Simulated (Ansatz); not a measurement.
Two isomers of C3H6O3: A = `O=CCOCO`, B = `O=COCCO`.

Gas-phase electronic energies from Ansatz, PBE0-D4/def2-TZVP geometries. CBS: MP2 limit from def2 TZ/QZ plus the TZ coupled-cluster correction, frozen cores. DFT in def2-TZVPP. B3LYP here is the variant with VWN-RPA as its local correlation; programs differ in this. One conformer a species, not always the lowest.

A:

Z-matrix (Å, degrees):
```
C
C 1 1.512
O 1 1.404 2 113.8
H 1 1.097 2 108.8 3 -126.0
H 1 1.096 2 107.0 3 117.8
O 2 1.198 1 123.2 3 163.0
H 2 1.111 1 114.7 3 -19.8
C 3 1.397 1 113.5 2 -82.3
O 8 1.395 3 113.3 1 65.0
H 8 1.096 3 110.4 1 -53.1
H 8 1.094 3 105.3 1 -171.9
H 9 0.962 8 108.7 3 70.7
```

B:

Z-matrix (Å, degrees):
```
C
C 1 1.505
O 1 1.437 2 106.8
H 1 1.092 2 111.3 3 118.7
H 1 1.093 2 111.6 3 -119.5
O 2 1.406 1 112.6 3 -63.7
H 2 1.092 1 108.6 3 178.2
H 2 1.099 1 109.5 3 60.9
C 3 1.332 1 115.9 2 -178.7
H 6 0.961 2 107.7 1 59.7
O 9 1.195 3 125.7 1 0.7
H 9 1.100 3 109.3 1 -179.4
```

(1) Which isomer does CCSD(T)/CBS put lower? Give the gap. (Best estimate.)

(2) Give E(B) − E(A) in kJ/mol with r2SCAN-D4, PBE0-D4, B2PLYP, CCSD/def2-TZVPP, ωB97M-V, HF/def2-TZVPP, B3LYP. (An estimate is asked.)

Largest T1 diagnostic: 0.014.

Answers

(1) The calculation gave: B, by 71.6 kJ/mol.

(2) Computed: r2SCAN-D4 -76.9, PBE0-D4 -73.8, B2PLYP -73.9, CCSD/def2-TZVPP -69.6, ωB97M-V -71.4, HF/def2-TZVPP -69.9, B3LYP -72.6. None reverses the order clearly.
